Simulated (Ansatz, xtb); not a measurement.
# Ranking isomers of C4H6OS

7 gas-phase structures of C4H6OS, from a drawn sample of its isomers (lower ones may exist). Each was relaxed with GFN2-xTB; where two conformers were screened, the lower at r2SCAN-D4/def2-SVP is listed:

A. `CC(=O)/C=C\S`, a singlet
B. `C=C(O)/C=C/S`, a singlet
C. `C/C(O)=C\C=S`, a singlet
D. `CC(=O)CC=S`, a singlet
E. `C/C(O)=C/C=S`, a singlet
F. `C=C(O)CC=S`, a singlet
G. `CC(=O)/C=C/S`, a singlet

Task: Estimate their order in r2SCAN-D4/def2-SVP energy at these geometries, lowest first.

Result: Calculated order at r2SCAN-D4/def2-SVP: E (0.0), A (4.1), G (8.9), D (14.1), C (14.8), B (22.0), F (27.6) kcal/mol. Less than 1 kcal/mol parts D and C, so the order within that pair means little.

Energies above the lowest of each column, in kcal/mol; the last columns are at B3LYP/def2-SVP geometries and were run for some of them only (a dash: not run or not comparable):

```
structure  GFN2-xTB  HF/STO-3G  r2SCAN-D4/def2-SVP  B3LYP/def2-SVP  CCSD(T)/def2-SVP + ΔMP2/def2-TZVPP
        E       0.0       11.0                 0.0             0.0                                 0.0
        A       0.9        2.2                 4.1             2.9                                 1.7
        G       5.8        0.0                 8.9             6.2                                 3.7
        D       7.8        8.0                14.1            11.5                                 6.4
        C       8.1       21.5                14.8            13.4                                10.1
        B      13.6       19.2                22.0            19.3                                14.3
        F      18.1       26.3                27.6               –                                   –
```

CCSD(T)/def2-SVP + ΔMP2/def2-TZVPP puts E lowest of those it was run on; HF/STO-3G picks G. Some further structures that were screened fall inside this span and aren't listed. Flexible structures stand in one conformer each, not always the lowest. E keeps a small imaginary mode. Frequencies (GFN2-xTB) were run for A, B, C, D, E, G alone. The ΔMP2 step shifts differences by up to 4.8 kcal/mol, which makes them less sure. Large T1 diagnostics make some coupled-cluster values less sure. ΔMP2 is the change of the MP2 energy from the smaller to the larger basis.

Over these structures GFN2-xTB departs from r2SCAN-D4/def2-SVP by 2.8 kcal/mol on average once a common shift is removed. A GFN2-xTB relaxation took about 0.083 s and the r2SCAN-D4/def2-SVP energy about 3 s on a shared host (Ansatz 0.2.0, xtb 6.7.1).
